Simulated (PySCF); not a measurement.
Dipole moment and polarisability of dimethylsilane

Dimethylsilane, C2H8Si.
Atom-mapped SMILES: `[CH3:1][SiH2:2][CH3:3]` (hydrogens: H4, H5, H6 on C1; H7, H8 on Si2; H9, H10, H11 on C3)

Cartesian coordinates in Å at the GFN2-xTB level; atoms count from 1:
```
atom  x, y, z in Å
C1    -1.5404   -0.3689   -0.0363
Si2   -0.0112    0.7476   -0.1773
C3     1.5490   -0.2735    0.1814
H4    -2.4511    0.1808   -0.2550
H5    -1.4860   -1.2030   -0.7306
H6    -1.6402   -0.7813    0.9640
H7     0.0722    1.3068   -1.5339
H8    -0.1126    1.8468    0.7928
H9     1.5143   -0.7181    1.1723
H10    2.4392    0.3464    0.1320
H11    1.6721   -1.0810   -0.5354
```

Level: PBE0/def2-SVPD (PySCF), static field, nuclei fixed, core orbitals frozen in the response. The polarisability tensor in these axes (au):

```
x   59.39  0.28  0.76
y    0.28 52.92 -0.98
z    0.76 -0.98 48.91
```

What are the eigenvalues, a third of the trace, and Δα (Δα² = ½Σ(αi − αj)² over the three pairs)?

Principal values 48.63, 53.15 and 59.45 au; mean 53.74 au = 7.96 Å³ = 8.86 × 10⁻⁴⁰ C²·m²/J; Δα = 9.42 au (18 % of the mean).

What is the dipole moment, and where does it point?

(0.00, -0.59, 0.14) D, 0.61 D in size, pointing from the negative to the positive side. Measured along this direction, the outermost atoms are H8 and H7 at the negative end and H5, H9, H6 and H11 at the positive end.

In a dilute gas of rigid molecules at 400 K, how does the orientational term μ²/3kT compare with the electronic polarisability?

In Gaussian units μ²/3kT = 2.24 Å³ against 7.96 Å³, a ratio of 0.28; the Debye molar polarisation (4π/3)N_A(α + μ²/3kT) is 25.7 cm³/mol, leaving out the vibrational part.

Find the Langevin capture rate constant for H3+ (3.023 u) meeting this molecule (60.040 u), k = 2.342 × 10⁻⁹ cm³/s × √(α in Å³ / reduced mass in u).

The reduced mass is 2.88 u, so k = 3.90 × 10⁻⁹ cm³/s. The formula leaves out the permanent dipole, which adds to the capture rate.

In TDDFT the mean static polarisability is Σ f/ω² over all singlet excitations (ω in hartree). How much of it do the 8 lowest give? Their energies (eV) and oscillator strengths: 8.15, 0.0517; 8.45, 0.0201; 8.49, 0.0295; 8.57, 0.0310; 8.64, 0.1148; 8.72, 0.0000; 9.15, 0.1217; 9.24, 0.1921.

They add up to 5.28 au, 9.8 % of the 53.74 au; the largest single term is 1.66 au, from the state at 9.24 eV. Terms in order: 0.58, 0.21, 0.30, 0.31, 1.14, 0.00, 1.08, 1.66 au. Higher excitations give the rest. The strengths listed sum to 0.561.

Molar refractivity from α?

Lorentz–Lorenz: R = (4π/3)N_A α = 2.5225 cm³/(mol·Å³) × 7.96 Å³ = 20.1 cm³/mol, in the limit of long wavelengths.

Along which axes do the principal values lie, and how far do the nuclei extend along each?

Largest value along (1.00, 0.03, 0.07), where the nuclei span 4.91 Å; middle along (-0.02, 0.97, -0.23), 2.61 Å; least along (-0.07, 0.23, 0.97), 2.40 Å. The response follows the extents in order.

Isolated species at its GFN2-xTB geometry, gas phase.

The run behind these numbers computed excited states as well. On one thread, Arm Neoverse V1, on a shared host, this took 7.6 s of wall time.
